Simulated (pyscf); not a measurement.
Four-centre exchange: `[OH][Al]([OH])[F]` + `[FH]` → `[OH][Al]([OH])[F]` + `[FH]`

Gas phase, singlet surface, charge 0. Bonds broken: O1–H8, H5–F7. Bonds formed: O1–H5, F7–H8. Optimised with ωB97X-D3(BJ)/def2-SVP in PySCF. MP2 and CC: frozen core, UHF for open shells. ΔMP2 is the change of the MP2 total energy from the triple- to the quadruple-zeta basis.

Transition state (Å):

```xyz
8

O     -0.0868    -0.1309    -0.3141
Al    -1.6138    -0.0549    -1.0611
O     -1.6924     0.3163    -2.6979
F     -2.9474    -0.3512    -0.1246
H      0.5432    -0.3269     0.6191
H     -2.4675     0.3953    -3.2560
F      1.8190    -0.2571     0.5715
H      1.0493    -0.0521    -0.4272
```

One imaginary mode, 2084i cm⁻¹; descent along it reached the two sides named, in the forms told below.

```csv
bond,change,reactant side (Å),saddle,product side
O1–H8,breaks,0.961,1.144,1.554
H5–F7,breaks,0.939,1.279,3.0
O1–H5,forms,1.675,1.143,0.965
F7–H8,forms,3.2,1.278,0.977
```

Electronic energies relative to the separated reactants (kJ/mol):

```csv
level,barrier,reaction energy,reverse barrier
ωB97X-D3(BJ)/def2-TZVP,137.2,0.0,137.2
PBE/def2-TZVP,104.5,0.0,104.5
r²SCAN/def2-TZVP,117.4,0.0,117.4
B3LYP-D3(BJ)/def2-TZVP,128.4,0.0,128.4
PBE0-D3(BJ)/def2-TZVP,124.3,0.0,124.3
M06-2X/def2-TZVP,133.8,0.0,133.8
ωB97M-D3(BJ)/def2-TZVP,134.8,0.0,134.8
HF/def2-TZVP,210.0,0.0,210.0
MP2/def2-QZVPP,142.7,0.0,142.7
CCSD/def2-TZVPP,161.0,0.0,161.0
CCSD(T)/def2-TZVPP,149.7,0.0,149.7
CCSD(T)/def2-TZVPP + ΔMP2(QZVPP),150.1,0.0,150.1
```

With CCSD(T)/def2-TZVPP + ΔMP2(QZVPP) energies and thermal terms (ideal gas, 1 atm, RRHO with modes under 100 cm⁻¹ raised to 100, one conformer, R ln 2 for chiral ones without a mode under 150 cm⁻¹), in kJ/mol:

```json
[
 {"T (K)": "298", "ΔH‡": "141.2", "ΔG‡": "180.2", "ΔH": "0.0", "ΔG": "0.0"},
 {"T (K)": "600", "ΔH‡": "138.9", "ΔG‡": "220.8", "ΔH": "0.0", "ΔG": "0.0"},
 {"T (K)": "900", "ΔH‡": "139.2", "ΔG‡": "261.8", "ΔH": "0.0", "ΔG": "0.0"},
 {"T (K)": "1200", "ΔH‡": "141.0", "ΔG‡": "302.5", "ΔH": "0.0", "ΔG": "0.0"}
]
```

On the reactant side the descent ends in a bound adduct, 37.3 kJ/mol under the separated species and 174.5 kJ/mol under the saddle at ωB97X-D3(BJ)/def2-TZVP. On the product side the descent ends in an adduct with a Al–F contact (not fully relaxed), 43.8 kJ/mol under the separated species and 181.0 kJ/mol under the saddle at ωB97X-D3(BJ)/def2-TZVP. One saddle was located; it need not be the lowest between these sides. The CCSD(T) − MP2 part came from Ansatz, without density fitting, on the same reference.
